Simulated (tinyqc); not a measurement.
Inside a calculation. Method: CIS on RHF in the sto-6g basis, frozen core, for H2O, spin multiplicity 1. One step of it, computed by the program tinyqc.

Task: CIS triplet states. Diagonalise A (1 hartree = 27.211386 eV); each vector has its largest component positive (the first on a tie).

CIS matrix A, triplet (hartree), lower triangle:
```
           2>6        2>7        3>6        3>7        4>6       4>7        5>6       5>7
2>6   1.350461
2>7   0.004868   1.502962
3>6  -0.029343  -0.099204   0.740814
3>7  -0.099204   0.032904  -0.008973   0.866038
4>6  -0.061491   0.010295  -0.012637  -0.037881   0.570520
4>7   0.010295   0.010022  -0.037881   0.013201  -0.010878  0.668316
5>6   0.000000   0.000000   0.000000   0.000000   0.000000  0.000000   0.469124
5>7   0.000000   0.000000   0.000000   0.000000   0.000000  0.000000  -0.003594  0.595737
```

Give: triplet excitation energies; lowest vectors.

Result:

triplet excitation energies (eV): 12.763  15.129  16.214  17.748  20.215  23.279  37.408  41.303

lowest vectors:
```
     state 1  state 2  state 3  state 4  state 5  state 6
2>6    0.000    0.097    0.000   -0.019    0.058    0.166
2>7    0.000   -0.006    0.000    0.041    0.119   -0.061
3>6    0.000    0.107    0.000    0.400    0.897   -0.079
3>7    0.000    0.149    0.000   -0.077    0.100    0.962
4>6    0.000    0.973    0.000   -0.127   -0.076   -0.166
4>7    0.000    0.105    0.000    0.904   -0.403    0.099
5>6    1.000    0.000   -0.028    0.000    0.000    0.000
5>7    0.028    0.000    1.000    0.000    0.000    0.000
```
